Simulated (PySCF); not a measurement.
Gas-phase reaction: 2 PO2 + H2O2 ⇌ 2 PH + 3 O2, at 1200 K and a standard pressure of 1 bar. Level: r2SCAN/def2-TZVP†.

Computed with PySCF and rigid-rotor harmonic-oscillator thermochemistry at 1 bar. S°(298 K) at PBE0/def2-TZVP differs from the NASA 1993 table for H2O2 (-8 J/mol/K); whether the harmonic model or the table's entry is off was not settled. † marks an energy on the PBE0/def2-TZVP geometry and frequencies. Open shells (unrestricted): PO2 (multiplicity 2), PH (multiplicity 3), O2 (multiplicity 3); the rest are closed-shell singlets. No R ln 2 is added for the mirror-image form of H2O2. The harmonic model lacks anharmonicity and excited electronic states, which grow with temperature; levels with a mode under 35 cm⁻¹ are left out. Internal rotation in H2O2 is treated as a harmonic vibration of one conformer, which makes the entropy rough.

```csv
species,E (Ha),H(1200 K) − E (kJ/mol),S°(1200 K) (J/mol/K)
PO2,-491.78646,73.6,322.4
H2O2,-151.53988,132.2,301.0
PH,-341.85763,50.9,238.6
O2,-150.32392,48.2,249.0
```
E: electronic energy; H − E holds the zero-point and thermal terms. 1 Ha = 2625.5 kJ/mol.

### Question
Work out ΔH°, ΔS°, ΔG° and log10 K from these numbers.

### Answer
1. ΔE = 2×(-341.85763) + 3×(-150.32392) − 2×(-491.78646) − 1×(-151.53988) = 0.42578 Ha = 1117.9 kJ.
2. Δ(H − E) = 2×(50.9) + 3×(48.2) − 2×(73.6) − 1×(132.2) = -33.0 kJ, so ΔH° = 1084.9 kJ.
3. ΔS° = 2×(238.6) + 3×(249.0) − 2×(322.4) − 1×(301.0) = 278.4 J/K; the number of gas molecules changes by +2.
4. ΔG° = ΔH° − TΔS° = 1084.9 − 1200×(278.4)/1000 = 750.8 kJ.
5. log10 K = −ΔG°/(RT ln 10) = -32.69, with RT ln 10 = 22.97 kJ/mol; at standard pressures the reactants are favoured.
6. A shift of 10 kJ in ΔE would move log10 K by 0.44 here.
For scale, ΔH°(298 K) is 1083 kJ at this level, 1138 kJ at ωB97M-V/def2-TZVP†, and runs from 521 to 1982 kJ over the 20 levels computed; the NASA 1993 table gives 1238 kJ (entries not checked at source). After a fit of one offset per element over all species, the range-separated, M06-2X, PBE0/def2-QZVP and CCSD(T)/def2-TZVPP enthalpies, where run, lie to one side of the table for PO2 (+39 kJ/mol): a fault of the table's entry, another state or a shared error of the levels is possible; this was not checked at source.
